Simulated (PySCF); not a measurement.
Molecule: SMILES C, CH$_{4}$.

Molfile (atoms numbered from 1):
```
CH4
     RDKit          3D

  5  4  0  0  0  0  0  0  0  0999 V2000
   -0.0000    0.0000    0.0000 C   0  0  0  0  0  0  0  0  0  0  0  0
   -0.7161   -0.2856   -0.7819 H   0  0  0  0  0  0  0  0  0  0  0  0
    0.1178    1.0917    0.0073 H   0  0  0  0  0  0  0  0  0  0  0  0
   -0.3723   -0.3345    0.9774 H   0  0  0  0  0  0  0  0  0  0  0  0
    0.9707   -0.4714   -0.2028 H   0  0  0  0  0  0  0  0  0  0  0  0
  1  2  1  0
  1  3  1  0
  1  4  1  0
  1  5  1  0
M  END
```

Geometry PBE0-D3(BJ)/def2-SVP throughout; GIAO in PySCF, gas phase, one conformer, non-relativistic; equivalent atoms averaged; functional PBE0.

For orientation, cc-pVTZ gives these absolute shieldings σ: C1 192.7, H2/H3/H4/H5 31.09 ppm.

A run gave: C1 189.8, H2/H3/H4/H5 31.20 ppm (absolute shieldings σ).

Which basis set was used in that run?
A. aug-cc-pVDZ
B. IGLO-III
C. 6-31G
D. cc-pVDZ
E. def2-TZVP

## Answers

B. C1 tells them apart best: IGLO-III gives 189.8, aug-cc-pVDZ gives 199.8, cc-pVDZ gives 200.3, 6-31G gives 200.9, def2-TZVP gives 192.2 ppm.
